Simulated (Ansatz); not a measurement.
# BH2(CH2SiH3) (CH₇BSi): structure and electronic state

What does BH2(CH2SiH3) (CH₇BSi) look like as a singlet, and where do its frontier electrons sit?

Computed with Ansatz 0.2.0, Gaussian basis. Level: RKS PBE0-D4/def2-TZVP.

Levels to be run: relaxation at PBE0-D4/def2-TZVP; a search for the lowest solution at PBE0-D4/def2-SVP; a single point at PBE0-D4/def2-TZVP.

## Step 1: Starting geometry

10 atoms, charge 0, spin multiplicity 1.

Atoms are counted from 1 here; the program's logs count them from 0.

Bond lengths: B1–H2 1.171 Å, B1–H3 1.171 Å, B1–C4 1.543 Å, C4–Si5 1.917 Å, C4–H6 1.089 Å, C4–H7 1.090 Å, Si5–H8 1.465 Å, Si5–H9 1.465 Å, Si5–H10 1.467 Å. Angles: H2–B1–H3 119.1°, H2–B1–C4 120.4°, H3–B1–C4 120.4°, B1–C4–Si5 107.4°, B1–C4–H6 114.2°, B1–C4–H7 114.2°, Si5–C4–H6 106.2°, Si5–C4–H7 106.2°, H6–C4–H7 107.9°, C4–Si5–H8 111.0°, C4–Si5–H9 111.0°, C4–Si5–H10 107.4°, H8–Si5–H9 109.3°, H8–Si5–H10 109.1°, H9–Si5–H10 109.1°.

Coordinates:

```mol
CH7BSi
  3D, bonds by distance, orders not assigned

 10  9  0  0  0  0  0  0  0  0999 V2000
    0.7206    1.2013   -0.6529 B   0  0
    1.8855    1.2115   -0.5310 H   0  0
    0.1344    2.2149   -0.6187 H   0  0
   -0.0377   -0.1348   -0.8000 C   0  0
   -0.4741   -0.7444    0.9649 Si  0  0
   -0.9822   -0.0561   -1.3373 H   0  0
    0.5453   -0.9311   -1.2616 H   0  0
    0.7372   -0.9682    1.7570 H   0  0
   -1.3325    0.2207    1.6555 H   0  0
   -1.1965   -2.0139    0.8241 H   0  0
  1  2  8  0
  1  3  8  0
  1  4  8  0
  4  5  8  0
  4  6  8  0
  4  7  8  0
  5  8  8  0
  5  9  8  0
  5 10  8  0
M  END
```

The start is a GFN2-xTB geometry.

## Step 2: Optimising with PBE0-D4/def2-TZVP

in.yaml reads:

```yaml
crystal:
  periodic: [false, false, false]
  atoms:
    - {symbol: B, position_ang: [0.720560, 1.201330, -0.652910]}
    - {symbol: H, position_ang: [1.885460, 1.211550, -0.530950]}
    - {symbol: H, position_ang: [0.134450, 2.214930, -0.618670]}
    - {symbol: C, position_ang: [-0.037750, -0.134830, -0.799970]}
    - {symbol: Si, position_ang: [-0.474090, -0.744380, 0.964860]}
    - {symbol: H, position_ang: [-0.982240, -0.056050, -1.337280]}
    - {symbol: H, position_ang: [0.545330, -0.931140, -1.261650]}
    - {symbol: H, position_ang: [0.737250, -0.968200, 1.757020]}
    - {symbol: H, position_ang: [-1.332500, 0.220650, 1.655470]}
    - {symbol: H, position_ang: [-1.196470, -2.013860, 0.824100]}
basis:
  gaussian: {orbitals: def2-TZVP}
hamiltonian: {xc: pbe0, dispersion: d4}
scf: {lower_state_search: "off"}
output: {orbitals: {seedname: orbitals}}
relax: {f_tol: 0.02, max_steps: 100}
```

Run with:

```bash
ansatz run in.yaml --threads 4 --pin off --events-out ev --progress --plain --max-ram 3916MiB
```

After this run come: Searching for the lowest solution, PBE0-D4/def2-SVP; Single point, PBE0-D4/def2-TZVP.

Before running them: what should the planned runs give, taken together? Wanted: point group; C–Si bond; HOMO, LUMO at PBE0-D4/def2-TZVP; dipole at PBE0-D4/def2-TZVP.

The runs gave:

| quantity | value |
| --- | --- |
| point group | Cs |
| C–Si bond | 1.896 Å |
| HOMO, LUMO at PBE0-D4/def2-TZVP | -9.05, -1.37 eV |
| dipole at PBE0-D4/def2-TZVP | 0.95 D |

In words: The molecule keeps its bonding pattern by the stored test; the atoms moved 0.03 Å (rms). No usable vibrations, so a minimum isn't proven. The HOMO lies nearest to C4 34 %; H10 18 % and the LUMO to B1 46 %; H2, H3 about 14 % each. The point group is read from a loosely relaxed geometry; soft torsions can leave it below the true symmetry.
